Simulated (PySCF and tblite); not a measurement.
C3H3FO2, numbered as in [O:1]=[C:2]([OH:3])/[CH:4]=[CH:5]/[F:6].

Conformers came from 90 starts (ETKDG and KDG, MMFF94s, GFN2-xTB); geometries are GFN2-xTB. Energies: PBE0-D3(BJ)/pcSseg-1, with GFN2-xTB thermal terms (plain harmonic). Symmetry numbers and mirror images are counted. Conformers within 2.5 kcal/mol (GFN2-xTB free energy) were kept, 10 at most. Couplings: B3LYP/pcJ-1. Couplings are for ¹³C, ¹⁹F, ¹H, ¹⁷O. (PySCF 2.14, tblite 0.8.)

Torsions listed: O1–C2–O3–H3, O3–C2–C4–C5.

```tsv
conformer	shape	weight %
1	0°, 180°	62.4
2	0°, 0°	37.6
```

(1) Give the couplings in each conformer and the averages at 298.15 K (pairs that fast motion interchanges averaged).

The minima are those of GFN2-xTB; planar forms about aryl–S or allylic bonds may be saddles in DFT.

Computed couplings to fluorine can be off by tens of per cent at such levels.

Results:

(1) 
```tsv
coupling	pairs	1	2	average (Hz)
¹J(O1,C2)	1	26.7	25.7	26.3
²J(O1,O3)	1	-7.1	-7.0	-7.1
²J(O1,C4)	1	-1.1	-3.9	-2.2
³J(O1,C5)	1	-2.9	-4.0	-3.3
⁴J(O1,F6)	1	-9.9	-21.2	-14.1
³J(O1,H3)	1	2.1	2.1	2.1
³J(O1,H4)	1	-1.6	-0.3	-1.1
¹J(C2,O3)	1	28.8	30.0	29.2
¹J(C2,C4)	1	82.9	83.5	83.1
³J(C2,F6)	1	20.0	20.2	20.1
²J(C2,H3)	1	-4.9	-5.1	-5.0
²J(C2,H4)	1	-1.0	1.4	-0.1
³J(C2,H5)	1	2.9	3.1	3.0
²J(O3,C4)	1	-26.5	-19.5	-23.9
³J(O3,C5)	1	-6.3	-1.4	-4.4
⁴J(O3,F6)	1	-8.9	0.7	-5.3
¹J(O3,H3)	1	-80.2	-82.3	-81.0
³J(O3,H4)	1	-0.5	-5.7	-2.4
¹J(C4,C5)	1	100.5	94.0	98.0
²J(C4,F6)	1	12.4	8.8	11.1
³J(H3,C4)	1	10.4	7.5	9.3
¹J(C4,H4)	1	169.8	174.5	171.6
²J(C4,H5)	1	11.4	11.9	11.6
¹J(C5,F6)	1	-358.1	-360.8	-359.1
⁴J(H3,C5)	1	3.3	0.6	2.3
²J(H4,C5)	1	-6.2	-6.8	-6.4
¹J(C5,H5)	1	210.6	210.2	210.4
⁵J(H3,F6)	1	1.9	-0.6	0.9
³J(H4,F6)	1	14.0	14.2	14.1
²J(H5,F6)	1	84.6	84.8	84.7
⁴J(H3,H4)	1	0.4	2.8	1.3
³J(H4,H5)	1	12.7	12.8	12.7
```


Conformer gaps in pcSseg-1 on xTB geometries can be 2 kcal/mol off for S=O, P=O and other polar bonds.